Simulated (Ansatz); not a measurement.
We consider 1T (CdI2-type) HfS₂, described by PBEsol in Ansatz (plane waves, PAW).

Numerical settings: plane-wave cutoff 560 eV, 12×12×6 k mesh (along the axes of the cell as run), perturbation theory, scalar-relativistic PAW data made under PBE.

Cell (relaxed at this level):

```xyz
3
Lattice="3.5925 0.0000 0.0000 -1.7962 3.1112 0.0000 0.0000 0.0000 5.9445" Properties=species:S:1:pos:R:3 pbc="T T T"
Hf     0.0000     0.0000     0.0000
S      0.0000     2.0741     1.4494
S      1.7962     1.0371     4.4951
```

Give the computed electronic dielectric constant ε∞ (mean over three axes) and static dielectric constant (mean over three axes).


- electronic dielectric constant ε∞ (mean over three axes) = 9.02
- static dielectric constant (mean over three axes) = 30.4

Note: the cell comes from a level without a dispersion term, which matters for the spacing of layers, chains or molecules; the cell has widely spaced layers and the level no dispersion term, so their spacing and the moduli can rest on weak binding.

Spin–orbit coupling is not included.

Ansatz is a first-principles code.
